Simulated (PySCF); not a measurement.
Molecule: SMILES C=C(C#N)CN, C$_{4}$H$_{6}$N$_{2}$.

Bonds (- single, = double, # triple, : aromatic): C1=C2 1.341 Å, C2-C3 1.436 Å, C3#N4 1.160 Å, C2-C5 1.518 Å, C5-N6 1.442 Å. C1 carries H7, H8; C5 carries H9, H10; N6 carries H11, H12. H8 is cis to C3; H7 is trans to C3.

Spin–spin couplings on one PBE0-D3(BJ)/def2-SVP geometry, PySCF 2.14.0 with density-fitted response routines, gas phase, non-relativistic, equivalent pairs averaged (spin–dipole term only in couplings to heteroatoms); isotopes ¹³C, ¹H, ¹⁵N; functional B3LYP.

Task: How do the couplings (Hz) change with the basis set? Times are CPU seconds on shared hosts with different chips, so compare them loosely. Far from the basis limit: 6-31G*, 6-31G-J, pcJ-0, def2-TZVP, cc-pVTZ.

Result: 
| basis set | functions | ¹J(C1,H8) | ¹J(C1,H7) | ¹J(C5,H9) | ¹J(C2,C3) | ¹J(C1,C2) | ¹J(N6,H11) | ¹J(C2,C5) | core-s |
| --- | --- | --- | --- | --- | --- | --- | --- | --- | --- |
| 6-31G* | 96 | 173.9 | 173.1 | 158.4 | 90.8 | 86.9 | -67.1 | 51.2 | 9.2 |
| 6-31G-J | 96 | 180.2 | 176.3 | 149.7 | 81.6 | 79.8 | -70.0 | 41.3 | 8.5 |
| pcJ-0 | 96 | 154.8 | 151.2 | 125.5 | 62.3 | 59.0 | -55.3 | 30.0 | 7.6 |
| def2-TZVP | 222 | 165.6 | 162.0 | 136.4 | 81.5 | 78.4 | -63.8 | 40.9 | 27 |
| cc-pVTZ | 264 | 158.0 | 154.5 | 126.3 | 78.0 | 85.2 | -57.4 | 32.7 | 31 |

The Fermi-contact term samples the wavefunction at the nucleus, which is why sets with added tight s functions (names with J) are made for couplings.
